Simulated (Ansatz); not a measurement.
Results of LDA (PAW; Ansatz, a quantum-chemistry and plane-wave program) for solid bromine.

The input as run:

Ansatz 0.2 input:
```yaml
crystal:
  lattice:
    - [1.9754385966, -3.3472431936, 0.0]
    - [1.9754385966, 3.3472431936, 0.0]
    - [0.0, 0.0, 8.4755954502]
  atoms:
    - { symbol: Br, position: [0.8381669443, 0.8381669443, 0.8791645569] }
    - { symbol: Br, position: [0.6618330557, 0.6618330557, 0.3791645569] }
    - { symbol: Br, position: [0.3381669443, 0.3381669443, 0.6208354431] }
    - { symbol: Br, position: [0.1618330557, 0.1618330557, 0.1208354431] }
basis:
  ecutwfc: 520
  ecutrho_ratio: 4
  xc_grid: 2
kpoints:
  mp_grid: { grid: [10, 10, 4] }
hamiltonian:
  xc: lda
  dispersion: none
  pseudopotentials: { kind: paw }
scf:
  occupations: { method: fermi_dirac, width: 0.01 }
output:
  forces: true
  stress: true
  eigenvalues: true
relax:
  f_tol: 0.004
  escape_saddle: false
  max_steps: 80
  cell: { stress_tol: 0.02, fix: [volume] }
```

Output (set-up and result lines):

```
Relaxation: its limit of steps is 80 (relax.max_steps)
Crystal: 4 atoms, lattice volume = 112.086 Å³
Basis set: ecut = 520 eV, 3009 PW (Γ), exchange–correlation on 60×60×128 points (8 copies of the dense FFT grid, shifted against one another)
Bands: 18, of which v1, the nominal top of the filled ones, is band 14 counted from 1 (13 counted from 0)
Symmetry: 8 space group operations
Space group: Cmce (ITA 64), of the structure as read, at distance tolerance 4.8e-5 Å
k-points: 93 of 400
Functional: x = slater, c = lda
SCF iter   1: F=—  HF=-10775.371091 eV  |F-HF|=—  |Δ(HF+E_count)|=         —  Δρ=4.72e-3  dr2=1.24e-2
SCF iter   2: F=—  HF=-10775.370238 eV  |F-HF|=—  |Δ(HF+E_count)|=   8.53e-4  Δρ=2.64e-3  dr2=4.04e-3
  ...
SCF 1 converged in 6 iterations: F = -10775.369698 eV  dr2 = 1.41e-8
Crystal: 4 atoms, lattice volume = 112.086 Å³
Basis set: ecut = 520 eV, 3049 PW (Γ), exchange–correlation on 60×60×128 points (8 copies of the dense FFT grid, shifted against one another)
Initial density: handed on by an earlier stage of this run
  ...
Crystal: 4 atoms, lattice volume = 112.086 Å³
Basis set: ecut = 520 eV, 3033 PW (Γ), exchange–correlation on 60×60×128 points (8 copies of the dense FFT grid, shifted against one another)
SCF 3 converged in 6 iterations: F = -10775.373373 eV  dr2 = 4.46e-11
Crystal: 4 atoms, lattice volume = 112.086 Å³
SCF 4 converged in 6 iterations: F = -10775.373441 eV  dr2 = 2.47e-12
Crystal: 4 atoms, lattice volume = 112.086 Å³
SCF 5 converged in 6 iterations: F = -10775.373451 eV  dr2 = 7.08e-13
Crystal: 4 atoms, lattice volume = 112.086 Å³
SCF 6 converged in 6 iterations: F = -10775.373460 eV  dr2 = 6.27e-13
Crystal: 4 atoms, lattice volume = 112.086 Å³
SCF iter   7: F=-10775.373453 eV  HF=-10775.373453 eV  |F-HF|=1.82e-12  |Δ(HF+E_count)|=  3.64e-12  Δρ=7.38e-10  dr2=5.24e-16
SCF iter   8: F=-10775.373453 eV  HF=-10775.373453 eV  |F-HF|=1.82e-12  |Δ(HF+E_count)|=  1.82e-12  Δρ=2.11e-10  dr2=2.22e-17
SCF 7 converged in 8 iterations: F = -10775.373453 eV  dr2 = 2.22e-17
SCF converged after 8 iterations
Free energy (F): -10775.373453 eV
Internal energy: -10775.373453 eV  (E = F + TS)
E sigma→0 (E₀):  -10775.373453 eV
Fermi energy:    3.938759 eV
--- Forces (eV/Å), atoms counted from 1 ---
  atom   1  Br    -0.00002796     0.00000000     0.00010198
  atom   2  Br     0.00002796    -0.00000000     0.00010198
  atom   3  Br    -0.00002796     0.00000000    -0.00010198
  atom   4  Br     0.00002796    -0.00000000    -0.00010198
--- Stress (GPa, compression-positive) ---
       -0.304248       0.000000      -0.000000
        0.000000      -0.306956      -0.000000
       -0.000000      -0.000000      -0.308122
  P = ⅓ Tr σ = -0.3064 GPa (-3.064 kbar)
```

The cell is one volume of an energy–volume scan, off the minimum.

The PAW data were made under PBE.

Note: LDA has no dispersion term either, though it tends to give short spacings of layers, chains or molecules.
